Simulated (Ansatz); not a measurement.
# Zirconium, hcp: convergence with the k-point mesh

Computed with Ansatz, r²SCAN, scalar-relativistic PAW, on the relaxed cell (a = 3.245 Å, c = 5.157 Å (c/a = 1.590); spin not included). Errors count from a run at 500 eV on a Γ-centred 18×18×10 mesh with Fermi-Dirac smearing of 0.1 eV, extrapolated to zero width. Fixed here: cutoff 500 eV, Fermi-Dirac width 0.1 eV. The SCF starts from atomic densities corrected by a trained network.

| k-mesh | E(σ→0) error (meV/atom) | P (GPa) | SCF iterations |
| --- | --- | --- | --- |
| 2×2×1 | -407.5 | -3.58 | 6 |
| 3×3×2 | -58.7 | -1.18 | 6 |
| 4×4×2 | 28.7 | 0.28 | 6 |
| 7×7×4 | 0.5 | 0.09 | 6 |
| 9×9×5 | -2.8 | -0.06 | 6 |
| 12×12×7 | 0.8 | 0.04 | 6 |
| 16×16×9 | -0.2 | 0.01 | 6 |

Problem. What does the run at 5×5×3 give (k-mesh)?

Solution. E(σ→0) error (meV/atom): -0.1; P (GPa): 0.06; SCF iterations: 6.

Within 5 meV/atom of the last row: from 5×5×3 on.
